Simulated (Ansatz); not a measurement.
Mulliken charges of H₃N₂ (`[NH]N`) radical from PBE/def2-TZVPP in Ansatz (PBE0-D4/def2-TZVP geometry).

| atom | x (Å) | y (Å) | z (Å) | charge (e) |
| --- | --- | --- | --- | --- |
| N1 | -0.188 | -0.818 | 0.454 | -0.319 |
| N2 | -0.129 | 0.235 | -0.369 | -0.157 |
| H3 | 0.760 | -0.951 | 0.811 | 0.135 |
| H4 | -1.031 | 0.592 | -0.640 | 0.188 |
| H5 | 0.588 | 0.941 | -0.257 | 0.154 |

Problem. By hand: the dipole of these point charges (1 e Å = 4.8032 D).

Solution. Σ q r = (0.080, 0.352, -0.137) e Å, of length 0.386 e Å = 1.85 D.

Problem. How does the dipole of the full density compare? (Best estimate.)

Solution. Computed: (0.233, 0.486, -0.097) e Å, 2.63 D; the point charges give 0.70 times that, at 16° from its direction.

Point charges leave out the atoms' own dipoles, such as those of lone pairs, and Mulliken's split depends on the basis, so the two needn't agree.
